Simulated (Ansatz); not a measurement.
## C6H12 (SMILES C=CCCCC): the vertical energy of the triplet above the singlet from total energies

The species is C6H12 (18 atoms), meant as a singlet with charge 0. SMILES: `C=CCCCC`. The coordinates come from a PBE0-D4/def2-TZVP relaxation. This is one conformer, not always the lowest.

```xyz
18

C     0.5573   -2.4647   -1.4103
C     0.2569   -1.5572   -0.4915
C     1.0574   -0.3292   -0.2112
C     0.3231    0.9731   -0.5418
C    -0.9895    1.1879    0.2028
C    -0.8452    1.2242    1.7155
H    -0.0656   -3.3364   -1.5753
H     1.4436   -2.3685   -2.0307
H    -0.6410   -1.7007    0.1070
H     1.3454   -0.3208    0.8468
H     1.9882   -0.3681   -0.7848
H     0.9958    1.8112   -0.3254
H     0.1300    0.9991   -1.6192
H    -1.4268    2.1313   -0.1394
H    -1.7062    0.4096   -0.0800
H    -1.7980    1.4547    2.1974
H    -0.1241    1.9872    2.0239
H    -0.5014    0.2673    2.1164
```

Both states at this one shape; open shells run unrestricted unless said. 1 Eh = 27.2114 eV.

```tsv
level	program	singlet C6H12 (Eh)	triplet C6H12 (Eh)
r2SCAN/6-31G* (spherical functions)	Ansatz	-235.672673	-235.516895
B3LYP/6-31G* (Cartesian functions)	Ansatz	-235.845302	-235.678827
CCSD(T)/6-31G* (spherical functions), 6 core orbitals frozen	Ansatz	-235.042773	-234.871061
CCSD/6-31G* (spherical functions), 6 core orbitals frozen	Ansatz	-235.016608	-234.849115
```

**Question.** Work out the vertical gap, second state less first, at each level.

**Answer.** 
1. r2SCAN/6-31G* (spherical functions): -235.516895 − (-235.672673) = 0.155778 Eh = 4.24 eV.
2. B3LYP/6-31G* (Cartesian functions): -235.678827 − (-235.845302) = 0.166475 Eh = 4.53 eV.
3. CCSD(T)/6-31G* (spherical functions): -234.871061 − (-235.042773) = 0.171712 Eh = 4.67 eV.
4. CCSD/6-31G* (spherical functions): -234.849115 − (-235.016608) = 0.167493 Eh = 4.56 eV.

No measured value is set beside it here; the levels span 4.24 to 4.67 eV.
